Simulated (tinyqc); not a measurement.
Inside a calculation (part 2 of 2). Method: CCD on RHF in the sto-3g basis, for H2F+, spin multiplicity 1. Computed by tinyqc, a small Python program that keeps every step (integrals from PySCF). Command: `OMP_NUM_THREADS=1 python tinyqc.py 22650 22651 out.jsonl` (the two numbers bound the seeds that draw the settings). One thread of a shared host (Intel(R) Xeon(R) Processor @ 2.60GHz), about 0.09 s of CPU time with the checks.

Geometry (angstrom):
```
atom         x          y         z
F     0.000000   0.000000  0.000000
H     0.000000   0.822000  0.596000
H     0.000000  -0.822000  0.596000
```

## CCD: convergence

E_corr = 1/4 sum <ij||ab> t_ij^ab; stop when the norm of the change is below 1e-8.

Course of the amplitude iterations:
```
update  correlation energy (hartree)  norm of the change
0                        -0.03556703                   -
1                        -0.04302130            5.52e-02
2                        -0.04492332            1.73e-02
3                        -0.04578357            6.27e-03
4                        -0.04577768            6.99e-04
5                        -0.04577956            1.47e-04
6                        -0.04577946            6.73e-06
7                        -0.04577944            1.51e-06
8                        -0.04577944            1.27e-07
9                        -0.04577944            2.28e-08
10                       -0.04577944            7.40e-09
```

Converged amplitudes (spin orbitals 1a, 1b, ...; amplitudes related by a flip of all spins are not repeated; the 24 largest):
```
from      to          t
3a 3b  7a 7b  -0.083498
3a 4b  6b 7a  -0.048568
4a 4b  6a 6b  -0.047044
3a 3b  6a 6b  -0.039405
3a 4b  6a 7b   0.030776
2a 4b  6a 6b  -0.028484
2a 3b  6a 7b   0.027222
4a 4b  7a 7b  -0.026928
2a 2b  6a 6b  -0.020285
3a 4a  6a 7a  -0.017792
2a 3b  6b 7a  -0.015490
5a 5b  6a 6b  -0.013770
2a 2b  7a 7b  -0.011914
2a 3a  6a 7a   0.011732
5a 5b  7a 7b  -0.006735
2a 4b  7a 7b   0.001136
1a 2b  7a 7b  -0.000473
1a 1b  6a 6b  -0.000333
1a 3a  6a 7a  -0.000312
1a 1b  7a 7b  -0.000241
1a 4b  7a 7b   0.000220
1a 3b  6b 7a  -0.000175
1a 3b  6a 7b  -0.000137
1a 2b  6a 6b  -0.000122
```

CCD total energy = -98.90607961 hartree

Converged in 10 updates, with DIIS from the third.
